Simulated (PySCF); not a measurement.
First SCF of a structure search on singlet Si3, at a hand-made obtuse triangle geometry. PySCF input:

```python
from pyscf import gto, scf, dft
mol = gto.M(atom='''
Si     0.000000     0.000000     0.000000
Si     1.809600     1.392000     0.000000
Si    -1.809600     1.392000     0.000000''',
    basis={'Si': 'def2-TZVP'},
    charge=0, spin=0)
mf = dft.RKS(mol, xc='PBE0')
mf.grids.atom_grid = (50, 194)
aux = {'Si': 'def2-universal-JKFIT'}
mf = mf.density_fit(auxbasis=aux)
mf.conv_tol = 1e-08
mf.diis_space = 10
mf.max_cycle = 60
mf.init_guess = 'minao'
mf.verbose = 4
mf.kernel()
```

Excerpt of the output (cycles and frontier levels):

```
init E= -867.984312455777
  HOMO = -0.213540515518571  LUMO = -0.12906818355082  gap/eV = 2.29861
cycle= 1 E= -867.972021088603  delta_E= 0.0123  |g|= 0.265  |ddm|= 1.59
  HOMO = -0.206952392556416  LUMO = -0.128642665517033  gap/eV = 2.13092
cycle= 2 E= -867.908056365501  delta_E= 0.064  |g|= 0.429  |ddm|= 0.79
  HOMO = -0.227617040436718  LUMO = -0.120795091702734  gap/eV = 2.90677
cycle= 3 E= -867.991683986948  delta_E= -0.0836  |g|= 0.0971  |ddm|= 0.598
  HOMO = -0.227534131912045  LUMO = -0.123791032610081  gap/eV = 2.82299
cycle= 4 E= -867.995467064005  delta_E= -0.00378  |g|= 0.0151  |ddm|= 0.109
  HOMO = -0.225417251225735  LUMO = -0.121915982146902  gap/eV = 2.81641
cycle= 5 E= -867.995557620784  delta_E= -9.06e-05  |g|= 0.00626  |ddm|= 0.025
  HOMO = -0.226032812457615  LUMO = -0.122379901799221  gap/eV = 2.82054
cycle= 6 E= -867.99557371239  delta_E= -1.61e-05  |g|= 0.000631  |ddm|= 0.00687
  HOMO = -0.226037725316941  LUMO = -0.122419420175815  gap/eV = 2.81960
cycle= 7 E= -867.995574047668  delta_E= -3.35e-07  |g|= 0.000139  |ddm|= 0.00149
  HOMO = -0.226028469288285  LUMO = -0.122417935087384  gap/eV = 2.81939
cycle= 8 E= -867.995574073288  delta_E= -2.56e-08  |g|= 4.5e-05  |ddm|= 0.000474
  HOMO = -0.226033591146124  LUMO = -0.122424915093694  gap/eV = 2.81934
cycle= 9 E= -867.995574075278  delta_E= -1.99e-09  |g|= 1.46e-05  |ddm|= 0.000139
  HOMO = -0.226030589471092  LUMO = -0.122423839581291  gap/eV = 2.81928
Extra cycle  E= -867.995574075172  delta_E= 1.06e-10  |g|= 2.16e-05  |ddm|= 4.31e-05
converged SCF energy = -867.995574075172
```

No lower solution of this spin was found from smeared starts or by a stability analysis within the restricted form, which does not test spin polarisation.

At the minimum of this search the closed-shell solution is unstable towards spin polarisation, so a lower open-shell solution exists.

The search for the lowest solution, 3 starts and the stability check together, took 10 s on 2 threads of a shared Arm Neoverse V2 host, with 111 basis functions; the process peaked at 0.41 GiB.
